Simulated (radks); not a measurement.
# S³⁺ in [He] 2s2 2p5.5 3s2 3p1 4f0.5: an all-electron calculation

The task here is to estimate one member of a computed series from the others.

The numbers are computed with radks (a radial shooting solver on a logarithmic mesh, Libxc functionals) version 1 (non-relativistic Kohn-Sham, PBEsol, spin-polarised, spherical densities, point nucleus; open shells are filled with parallel spins first), except any that are marked as measured or tabulated.

## The atom as given

| Item | Value |
| --- | --- |
| element | sulfur (Z = 16) |
| charge | +3 |
| electrons | 13 |
| configuration | [He] 2s2 2p5.5 3s2 3p1 4f0.5 |

Set-up of the first run:

Input:

```text
Z 16
configuration [He] 2s2 2p5.5 3s2 3p1 4f0.5
relativity non-relativistic
functional pbe_sol,pbe_sol
spin polarised
nucleus point
```

Command:

```
$ python run_ks.py task.json out
```

All runs below come from this command, one after another.

One table of the session follows, with a row left open; its other results are not shown here.

It belongs to the step «Shells». From the orbitals of this run (lengths in bohr):

| level | <r> | outermost maximum (interpolated) | 90 % within | nodes |
| --- | --- | --- | --- | --- |
| 1s up | 0.09739 | 0.0638 | 0.174 | 0 |
| 1s down | 0.09735 | 0.0638 | 0.174 | 0 |
| 2s up | 0.4745 | 0.387 | 0.741 | 1 |
| 2s down | 0.4752 | 0.388 | 0.742 | 1 |
| 2p up | 0.4330 | 0.322 | 0.718 | 0 |
| 2p down | 0.4342 | 0.323 | 0.720 | 0 |
| 3s up | 1.459 | 1.30 | 2.15 | 2 |
| 3s down | ? | ? | ? | ? |
| 3p up | 1.564 | 1.37 | 2.35 | 1 |
| 3p down | 1.574 | 1.37 | 2.37 | 1 |
| 4f up | 4.478 | 4.07 | 6.56 | 0 |

**Question.** Estimate the row for 3s down.

**Answer.** <r>: 1.464; outermost maximum (interpolated): 1.30; 90 % within: 2.16; nodes: 2. In the column «<r>» it lies between 3s up (1.459) and 3p up (1.564).
